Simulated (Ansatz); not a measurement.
The input, for Ansatz 0.2.0:

```yaml
crystal:
  periodic: [false, false, false]
  atoms:
    - {symbol: Al, position_ang: [0.000000, 0.000000, 2.698694]}
    - {symbol: Ga, position_ang: [0.000000, 0.000000, -0.327619]}
    - {symbol: H, position_ang: [0.000000, 0.000000, -2.371075]}
basis:
  gaussian: {orbitals: STO-3G, point_charges: [{charge: -0.50, position_ang: [4.633, 0.439, 0.609]}]}
magnetization: {spin_polarized: false, initial_magnetization: 3}
correlation: {method: fic_mrcisd_q_relaxed, electrons: valence, active_space: {window: {electrons: 5, orbitals: 5}, states: [{multiplicity: 4, weights: [1, 1, 0.5]}]}}
accuracy: high
```

```sh
$ ansatz run in.yaml --threads 1 --pin off --events-out ev --progress --plain --max-ram 2393MiB
```

Log:

```
372 factors; integrals over basis functions are off by at most 8.4e-9 eV
mean field evaluation 1: about -58241.3896 eV, gradient 1.9e1 eV
mean field evaluation 2: about -58241.4182 eV, gradient 1.9e1 eV
mean field evaluation 4: about -58243.8014 eV, gradient 9.1e0 eV
mean field evaluation 8: about -58245.3384 eV, gradient 3.3e-1 eV
mean field evaluation 16: about -58245.3353 eV, gradient 1.4e-2 eV
mean field evaluation 32: about -58245.4357 eV, gradient 2.3e-6 eV
mean field evaluation 64: about -58245.4357 eV, gradient 9.4e-4 eV
mean field evaluation 96: about -58245.4359 eV, gradient 8.7e-3 eV
mean field evaluation 128: about -58245.3347 eV, gradient 1.0e-1 eV
mean field evaluation 160: about -58245.4399 eV, gradient 8.4e-2 eV
...
mean field -58245.43566894 eV, -2140.4802806591 hartree, gradient 3.1e-8 eV, S^2 3.750000; 15 other end points of the search recorded, 0 dependent functions left out
reference -58245.43566894 eV, -2140.4802806591 hartree; 24, 21 occupied and 4, 7 virtual orbitals, 372 factors
state -58245.41859312 eV, -2140.4796531344 hartree
state -58245.35110674 eV, -2140.4771730559 hartree
state -58241.50381761 eV, -2140.3357877880 hartree
...
state -58245.41859312 eV, -2140.4796531344 hartree; corrected -58247.83526166 eV, -2140.5684640651 hartree
...
state -58245.35110674 eV, -2140.4771730559 hartree; corrected -58247.76401669 eV, -2140.5658458609 hartree
...
state -58241.50381761 eV, -2140.3357877880 hartree; corrected -58244.32054570 eV, -2140.4393006359 hartree
state -58246.33493428 eV, -2140.5133280510 hartree
state -58242.40785027 eV, -2140.3690103754 hartree
state -58242.11041632 eV, -2140.3580798796 hartree
...
state -58246.33493428 eV, -2140.5133280510 hartree; corrected -58247.68812733 eV, -2140.5630569785 hartree
...
state -58242.40785027 eV, -2140.3690103754 hartree; corrected -58243.80761601 eV, -2140.4204508176 hartree
...
state -58242.11041632 eV, -2140.3580798796 hartree; corrected -58243.91781977 eV, -2140.4245007312 hartree
state -58245.41859312 eV, -2140.4796531344 hartree; corrected -58247.83526166 eV, -2140.5684640651 hartree
state -58245.35110674 eV, -2140.4771730559 hartree; corrected -58247.76401669 eV, -2140.5658458609 hartree
state -58241.50381761 eV, -2140.3357877880 hartree; corrected -58244.32054570 eV, -2140.4393006359 hartree
state -58246.33991699 eV, -2140.5135111623 hartree
state -58242.37610549 eV, -2140.3678437765 hartree
state -58242.14056775 eV, -2140.3591879240 hartree
...
state -58246.33991699 eV, -2140.5135111623 hartree; corrected -58247.71353740 eV, -2140.5639907813 hartree
...
state -58242.37610549 eV, -2140.3678437765 hartree; corrected -58244.19956355 eV, -2140.4348546239 hartree
...
contracted CI cycle 291: correlation -1.42380380 eV, -0.0523238244 hartree, residual 7.84e-4 eV
contracted CI cycle 292: correlation -1.42380379 eV, -0.0523238242 hartree, residual 4.41e-4 eV
contracted CI cycle 293: correlation -1.42380379 eV, -0.0523238243 hartree, residual 1.03e-4 eV
contracted CI cycle 294: correlation -1.42380379 eV, -0.0523238243 hartree, residual 6.64e-5 eV
contracted CI cycle 295: correlation -1.42380379 eV, -0.0523238243 hartree, residual 6.52e-5 eV
contracted CI cycle 296: correlation -1.42380379 eV, -0.0523238243 hartree, residual 6.88e-5 eV
contracted CI cycle 297: correlation -1.42380379 eV, -0.0523238243 hartree, residual 7.67e-5 eV
contracted CI cycle 298: correlation -1.42380379 eV, -0.0523238243 hartree, residual 1.83e-4 eV
contracted CI cycle 299: correlation -1.42380379 eV, -0.0523238243 hartree, residual 8.10e-5 eV
contracted CI cycle 300: correlation -1.42380379 eV, -0.0523238243 hartree, residual 1.94e-4 eV
state -58242.14056775 eV, -2140.3591879240 hartree; corrected -58243.83794916 eV, -2140.4215655405 hartree
state -58245.41859312 eV, -2140.4796531344 hartree; corrected -58247.83526166 eV, -2140.5684640651 hartree
state -58245.35110674 eV, -2140.4771730559 hartree; corrected -58247.76401669 eV, -2140.5658458609 hartree
state -58241.50381761 eV, -2140.3357877880 hartree; corrected -58244.32054570 eV, -2140.4393006359 hartree
1 active orbitals were swapped for others, from the solution at -58243.91757316 eV, -2140.4244916682 hartree to that at -58244.60863408 eV, -2140.4498876889 hartree; typed "places" are swapped only where nearly empty or full, and so, without "given_window_search", are "orbital_numbers", "shells" and a window whose orbitals a file names under [Active]
Total energy: -58247.10382048 eV, -2140.5415840976 hartree
```

Natural occupations, averaged over the states: 1.5999 1.4001 0.9998 0.8001 0.2002.

The total printed last is the weighted mean of the 3 states, 0.731 eV above the lowest of them, and is no single state's energy. Before any correction even the lowest state lies above the reference determinant, by 0.02 eV, so the averaged orbitals or the space serve it badly.

Ran on 1 thread of Arm Neoverse V2, shared host: 16 s wall, 0.25 GiB peak host memory.
